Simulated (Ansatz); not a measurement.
A run of Ansatz (development build ahead of 0.2.0) on doublet AlH(+) at this shape:

```
atom   x (Å)   y (Å)    z (Å)
  Al  0.0000  0.0000  -0.8115
   H  0.0000  0.0000   0.8115
```

Its results:

```json
{
  "Converged": "yes",
  "Reference energy": "-242.10709 hartree",
  "Correlation energy": "-0.04098 hartree",
  "Total energy": "-242.14808 hartree",
  "Stability test": "minimum"
}
```

(1) Which input gives this output? Name the method, the orbitals and the basis set, and write the input.

## Answers

(1) UHF-CCSD(T) in def2-SVP.

```yaml
crystal:
  periodic: [false, false, false]
  atoms:
    - { symbol: Al, position_ang: [0.0, 0.0, -0.81149] }
    - { symbol: H, position_ang: [0.0, 0.0, 0.81149] }
basis:
  gaussian: { orbitals: def2-SVP }
total_charge: 1
magnetization:
  spin_polarized: true
  initial_magnetization: 1
hamiltonian:
  xc: hf
correlation:
  method: ccsd_t
  frozen_orbitals: { Al: 5, H: 0 }
```
